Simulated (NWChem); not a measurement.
# Correlation energy of phosphine (H3P)

```
P
H 1 1.4287
H 1 1.4287 2 92.92
H 1 1.4287 2 92.92 3 -93.08
```
Charge 0, spin multiplicity 1.

Program: NWChem. All single points use one geometry, from PBE0/def2-SVP, a minimum by its harmonic frequencies.

Basis set: cc-pVTZ. Each correlation energy counts from its own Hartree-Fock reference.

The correlated methods keep 5 core orbitals frozen. No row is a measurement; the coupled-cluster row has its own basis-set and correlation limits.

**Question.** One of these methods gave a correlation energy of -198.8 mHa. Which?
A) CR-CCSD[T]
B) SCS-MP2
C) CCSD
D) RI-MP2

**Answer.** C, CCSD. The others give -170.4 (RI-MP2), -204.7 (CR-CCSD[T]), -180.4 (SCS-MP2).
